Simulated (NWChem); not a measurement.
**Correlation energy of nitrogen trifluoride (F$_{3}$N)**

SMILES: FN(F)F
```xyz
4

F      0.6162    -0.1189     1.0658
N     -0.0032     0.4745     0.0000
F      0.6162    -0.1189    -1.0658
F     -1.2298    -0.1314     0.0000
```
Charge 0, spin multiplicity 1.

Program: NWChem. The geometry was optimised at B3LYP/def2-SVP, a minimum by its harmonic frequencies.

Basis set: def2-SVP. Each correlation energy counts from its own Hartree-Fock reference.

The correlated methods keep 4 core orbitals frozen. Coupled-cluster values serve here as a point of comparison, not as the truth.

Question: Order these methods by the correlation energy they give, lowest first: CCSD+T(CCSD), MP2, SCS-MP2, CCSD(T), CR-CCSD[T].

Answer: CCSD+T(CCSD) (-763.9 mHa), CCSD(T) (-761.8 mHa), CR-CCSD[T] (-759.1 mHa), MP2 (-730.9 mHa), SCS-MP2 (-705.0 mHa)
